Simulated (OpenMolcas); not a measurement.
# One shape, several levels: [B2H7]−

Aim: a comparison of 6 runs (B3LYP/6-31G*, PBE0/6-311G**, MP2/pcseg-0, MP2/6-31+G*, CCSD/ANO-S-VDZ) of [B2H7]−. 

The results are computed with OpenMolcas 26.06.

8 further runs of the same task are left out: 2 that didn't finish, 6 set aside as unsound or not needed.

**1. The system as given**

[B2H7]− has 9 atoms, charge -1, and is taken as a singlet. The shape is that of a GFN2-xTB optimisation.

Bond lengths: B1–H2 1.320 Å, H2–B3 1.317 Å, B1–H4 1.200 Å, B1–H5 1.200 Å, B1–H6 1.200 Å, B3–H7 1.200 Å, B3–H8 1.200 Å, B3–H9 1.200 Å. Some angles: B1–H2–B3 179.7°, H2–B1–H4 106.0°, H2–B1–H5 106.1°, H2–B1–H6 106.1°, H4–B1–H5 112.6°, H4–B1–H6 112.6°, H5–B1–H6 112.7°, H2–B3–H7 106.1°, H2–B3–H8 106.1°, H2–B3–H9 106.2°.

**2. Energy and forces at B3LYP/6-31G(d) (spherical functions) (run 1)**

run.inp reads:

```
&GATEWAY
BasLib=$CurrDir
Coord
9
angstrom
B        0.998980       0.432440      -0.745020
H       -0.001410       0.003060       0.001110
B       -0.997930      -0.431900       0.744300
H        0.693930       1.535020      -1.106020
H        1.967190       0.430160      -0.036430
H        1.091060      -0.342710      -1.656210
H       -1.902880      -0.657850      -0.011110
H       -1.250220       0.453020       1.515040
H       -0.598710      -1.421240       1.294350
Basis=6-31Gs
Group=NoSym
&SEWARD
GridInput
Grid=UltraFine
End of Grid
&SCF
Charge=-1
KSDFT=B3LYP
Thresholds=1e-10 1e-07 1e-07 1e-05
PrOrbitals=1 1
&ALASKA
```

The basis set 6-31G* is read from a file made from the Basis Set Exchange's data (not shown).

Run with:

```console
$ export MOLCAS_MEM=1860
$ pymolcas run.inp > run.log
```

Standard output:

```text
--- Start Module: gateway ---
[...]
--- Stop Module: gateway /rc=_RC_ALL_IS_WELL_ ---
[...]
      Basis functions           42
[...]
--- Start Module: scf ---
[...]
       Convergence after  14 Iterations
[...]
::    Total KS-DFT energy                             -53.9175217290
[...]
      Total spin, S                                     0.0000000000
[...]
      Total electronic charge=   18.000000
      Total            charge=   -1.000000
[...]
      Dipole Moment (debye):
      Origin of the operator (angstrom)=    0.0004    0.0002   -0.0002
                   X=  1.1197E-02               Y=  7.5623E-03               Z= -8.4302E-03           Total=  1.5926E-02
      Center of Charge (angstrom)
[...]
--- Stop Module: scf /rc=_RC_ALL_IS_WELL_ ---
[...]
--- Start Module: alaska ---
[...]
 *              Molecular gradients               *
 **************************************************
  Irreducible representation: a
 ------------------------------------------------------------------------------------------
                              X                       Y                       Z
 ------------------------------------------------------------------------------------------
  B1               -3.02702606087957E-03   -1.18952013340934E-03    2.23078376088948E-03
  H2               -3.63175607613149E-04   -1.78670669468759E-04    2.25665792040475E-04
  B3                3.51488275576606E-03    1.58216881495676E-03   -2.63580664045526E-03
  H4                5.48218182621746E-03   -6.40563454911014E-03    1.95109412345240E-04
  H5               -3.52687272562768E-03    1.36801651712658E-03   -7.41920296917242E-03
  H6                2.53612805846037E-03    6.88069563089644E-03    3.89397788647594E-03
  H7                3.01112217668487E-03    4.14408030536828E-05    7.62165656275737E-03
  H8               -1.59236338387880E-03   -7.53904143500184E-03   -2.87332350002889E-03
[...]
--- Stop Module: alaska /rc=_RC_ALL_IS_WELL_ ---
[...]
```

It took 16 s on 1 thread of Arm Neoverse V2, shared host; peak memory 0.37 GiB.

**3. Energy and forces at B3LYP/6-31G(d) (Cartesian functions) (run 2)**

calc.inp reads:

```
* B2H7 Kohn-Sham DFT
>>> EXPORT MOLCAS_PRINT=2

&GATEWAY
  BASLIB=$CurrDir
  COORD
  9
  bohr
  B      1.88779860     0.81719317    -1.40788376
  H     -0.00266451     0.00578256     0.00209760
  B     -1.88581439    -0.81617271     1.40652315
  H      1.31133765     2.90076740    -2.09007489
  H      3.71745034     0.81288459    -0.06884272
  H      2.06180459    -0.64762804    -3.12978330
  H     -3.59592205    -1.24315633    -0.02099486
  H     -2.36257340     0.85608373     2.86301067
  H     -1.13139793    -2.68575436     2.44596701
  BASIS=6-31Gs
  GROUP=NoSym

&SEWARD
  GRIDINPUT
  Grid=UltraFine
  End of Grid

&SCF
  CHARGE=-1
  KSDFT=B3LYP
  THRESHOLDS=1e-10 1e-07 1e-07 1e-05
  PRORBITALS=1 2

&ALASKA
```

The basis set 6-31G* is read from a file made from the Basis Set Exchange's data (not shown).

Run with:

```console
$ export MOLCAS_MEM=1860
$ pymolcas calc.inp > calc.log
```

Standard output:

```text
--- Start Module: gateway ---
[...]
--- Stop Module: gateway /rc=_RC_ALL_IS_WELL_ ---
[...]
      Basis functions           44
[...]
--- Start Module: scf ---
[...]
       Convergence after  14 Iterations
[...]
::    Total KS-DFT energy                             -53.9186421298
[...]
      Total spin, S                                     0.0000000000
[...]
      Total electronic charge=   18.000000
      Total            charge=   -1.000000
[...]
      Dipole Moment (debye):
      Origin of the operator (angstrom)=    0.0004    0.0002   -0.0002
                   X=  1.1192E-02               Y=  7.5610E-03               Z= -8.4296E-03           Total=  1.5922E-02
      Center of Charge (angstrom)
[...]
--- Stop Module: scf /rc=_RC_ALL_IS_WELL_ ---
[...]
--- Start Module: alaska ---
[...]
 *              Molecular gradients               *
 **************************************************
  Irreducible representation: a
 ------------------------------------------------------------------------------------------
                              X                       Y                       Z
 ------------------------------------------------------------------------------------------
  B1               -3.05909765215295E-03   -1.20296430938671E-03    2.25471542616074E-03
  H2               -3.63583167642294E-04   -1.79059918552691E-04    2.26050451519390E-04
  B3                3.54733675609409E-03    1.59662917265113E-03   -2.66000867908511E-03
  H4                5.47696829267735E-03   -6.35888955225239E-03    1.75621671698378E-04
  H5               -3.48141097249610E-03    1.37081200826496E-03   -7.39619412575721E-03
  H6                2.54669178190725E-03    6.85279245929049E-03    3.85257652425941E-03
  H7                2.96817379926928E-03    2.93772225646305E-05    7.59672131778610E-03
  H8               -1.60930745682952E-03   -7.50679640580665E-03   -2.83759631727687E-03
[...]
--- Stop Module: alaska /rc=_RC_ALL_IS_WELL_ ---
[...]
```

It took 16 s on 1 thread of Arm Neoverse V2, shared host; peak memory 0.38 GiB.

Run 3 isn't shown in full; the table further down has it.

**4. Energy and forces at MP2/pcseg-0 (RICD fitting) (run 4)**

struct.xyz reads:

```xyz
9

B      0.998980     0.432440    -0.745020
H     -0.001410     0.003060     0.001110
B     -0.997930    -0.431900     0.744300
H      0.693930     1.535020    -1.106020
H      1.967190     0.430160    -0.036430
H      1.091060    -0.342710    -1.656210
H     -1.902880    -0.657850    -0.011110
H     -1.250220     0.453020     1.515040
H     -0.598710    -1.421240     1.294350
```

run.inp reads:

```
&GATEWAY
BasLib=$CurrDir
Coord=struct.xyz
Basis=pcseg-0
Group=NoSym
RICD
aCD
&SEWARD
&SCF
Charge=-1
Iterations=50
PrOrbitals=1 1
&MBPT2
Frozen=2
Grdt
&ALASKA
```

The basis set pcseg-0 is read from a file made from the Basis Set Exchange's data (not shown).

Run with:

```console
$ export MOLCAS_MEM=1860
$ pymolcas run.inp > run.log
```

Standard output:

```text
--- Start Module: gateway ---
[...]
--- Stop Module: gateway /rc=_RC_ALL_IS_WELL_ ---
[...]
      Basis functions           32
[...]
       Convergence after  11 Iterations
[...]
::    Total SCF energy                                -53.2588056763
[...]
      Total spin, S                                     0.0000000000
[...]
      Total electronic charge=   18.000000
      Total            charge=   -1.000000
[...]
--- Start Module: mbpt2 ---
[...]
WARNING!
Default frozen orbitals as non valence orbitals is overwritten by user input.
Default values:   2
[...]
       Reference weight ( Cref**2 )         =        0.93865
::    Total MBPT2 energy                              -53.4042490619
[...]
      Dipole Moment (debye):
      Origin of the operator (angstrom)=    0.0004    0.0002   -0.0002
                   X=  1.2876E-02               Y=  6.3337E-03               Z= -9.4398E-03           Total=  1.7176E-02
      Center of Charge (angstrom)
[...]
--- Stop Module: mbpt2 /rc=_RC_ALL_IS_WELL_ ---
--- Start Module: alaska ---
[...]
 *              Molecular gradients               *
 **************************************************
  Irreducible representation: a
 ------------------------------------------------------------------------------------------
                              X                       Y                       Z
 ------------------------------------------------------------------------------------------
  B1               -4.37759213577915E-04   -9.76826678881215E-05    2.98375850732557E-04
  H2               -3.93303537778141E-04   -1.63673549365025E-04    2.42482994773871E-04
  B3                9.61734847265916E-04    4.48845775143092E-04   -7.35265386716755E-04
  H4                5.98127908384843E-03   -9.29499136423662E-03    1.29584878933020E-03
  H5               -6.22273248454719E-03    1.27460011772058E-03   -8.99914078251052E-03
  H6                2.04650530892830E-03    8.71523721769341E-03    6.37947350068968E-03
  H7                5.53470868236539E-03    7.29816284997020E-04    9.31795273570757E-03
  H8               -6.92058076046886E-04   -9.63857376847610E-03   -4.98852328000421E-03
[...]
--- Stop Module: alaska /rc=_RC_ALL_IS_WELL_ ---
[...]
```

Run time: 1.9 s. Hardware: 1 thread of Arm Neoverse V2, shared host.

Run 5 isn't shown in full; the table further down has it.

**5. A single-point energy at CCSD/ANO-S-VDZ (run 6)**

coord.xyz reads:

```xyz
9

B      0.998980     0.432440    -0.745020
H     -0.001410     0.003060     0.001110
B     -0.997930    -0.431900     0.744300
H      0.693930     1.535020    -1.106020
H      1.967190     0.430160    -0.036430
H      1.091060    -0.342710    -1.656210
H     -1.902880    -0.657850    -0.011110
H     -1.250220     0.453020     1.515040
H     -0.598710    -1.421240     1.294350
```

job.input reads:

```
* B2H7 CCSD

&gateway
 coord=coord.xyz
 basis=ANO-S-VDZ
 group=NoSym

&seward

&scf
 charge=-1
 prorbitals=1 2

&rasscf
 fileorb=$Project.ScfOrb
 spin=1
 nactel=0 0 0
 inactive=9
 ras2=0
 outorbitals=Canonical
 orblisting=Nothing

&motra
 jobiph
 frozen=2

&ccsdt
 ccsd
 iterations=50
 extrapolation=5 4
```

Run with:

```console
$ export MOLCAS_MEM=1860
$ pymolcas job.input > job.log
```

Standard output:

```text
--- Start Module: gateway ---
[...]
--- Stop Module: gateway /rc=_RC_ALL_IS_WELL_ ---
[...]
      Basis functions           32
[...]
       Convergence after  11 Iterations
[...]
::    Total SCF energy                                -53.3696359815
[...]
      Total spin, S                                     0.0000000000
[...]
      Number of active orbitals                  0
[...]
      Spin quantum number                      0.0
[...]
      Active orbitals                            0
[...]
      Number of CSFs                             1
[...]
      Number of root(s) required                 1
[...]
      Convergence after  4 iterations
[...]
      Natural orbitals and occupation numbers for root  1
      ************************************************************************************************************************
      *                                                    Final results                                                     *
      ************************************************************************************************************************
[...]
::    RASSCF root number  1 Total energy:    -53.36963598
[...]
      Total electronic charge=   18.000000
      Total            charge=   -1.000000
[...]
      Dipole Moment (debye):
      Origin of the operator (angstrom)=    0.0004    0.0002   -0.0002
                   X=  1.5278E-02               Y=  8.1184E-03               Z= -1.1423E-02           Total=  2.0732E-02
      Center of Charge (angstrom)
[...]
--- Start Module: motra ---
[...]
      *** WARNING: Default frozen orbitals is overwritten by user input.
      *** Default values:   2
[...]
--- Stop Module: motra /rc=_RC_ALL_IS_WELL_ ---
--- Start Module: ccsdt ---
[...]
      Convergence after                    12  Iterations
      Total energy (diff) :     -53.52735195      -0.00000009
[...]
--- Stop Module: ccsdt /rc=_RC_ALL_IS_WELL_ ---
[...]
```

It took 3 s on 1 thread of Arm Neoverse V2, shared host; peak memory 0.37 GiB.

**6. The series**

| run | level | Cartesian functions | integral approximation | energy (Eh) | HOMO energy (eV) | LUMO energy (eV) | HOMO–LUMO gap (eV) | wall time |
| --- | --- | --- | --- | --- | --- | --- | --- | --- |
| 1 | B3LYP/6-31G* (spherical functions) | no | none | -53.917522 | -2.80 | 6.10 | 8.90 | 16 s |
| 2 | B3LYP/6-31G* (Cartesian functions) | yes | none | -53.918642 | -2.80 | 6.09 | 8.89 | 16 s |
| 3 | PBE0/6-311G** | no | none | -53.832633 | -3.42 | 5.42 | 8.83 | 27 s |
| 4 | MP2/pcseg-0 (RICD fitting) | no | RICD aCD | -53.404249 | -6.96 | 9.77 | 16.73 | 1.9 s |
| 5 | MP2/6-31+G* (spherical functions) | no | none | -53.595077 | -6.89 | 5.27 | 12.16 | 2 s |
| 6 | CCSD/ANO-S-VDZ | no | none | -53.527352 | -6.78 | 6.18 | 12.96 | 3 s |

**7. Results**

| quantity | value |
| --- | --- |
| run 6: total energy | -53.52735 Eh |
| run 6: HOMO energy (Hartree–Fock orbitals) | -6.78 eV |
| run 6: LUMO energy (Hartree–Fock orbitals) | 6.18 eV |
| run 6: HOMO–LUMO gap (to an unbound level, set by the basis) | 12.96 eV |
| run 6: correlation energy (2 core orbitals frozen) | -157.7 mEh |

What this shows: Over runs 1, 2, 3 the HOMO–LUMO gap runs from 8.83 eV (PBE0/6-311G**) to 8.90 eV (B3LYP/6-31G*). The two ends differ in method and basis. The empty levels of an anion lie above zero and hang on the basis. Totals of different functionals can't be ranked against each other. All runs together took 66 s, the longest 27 s.
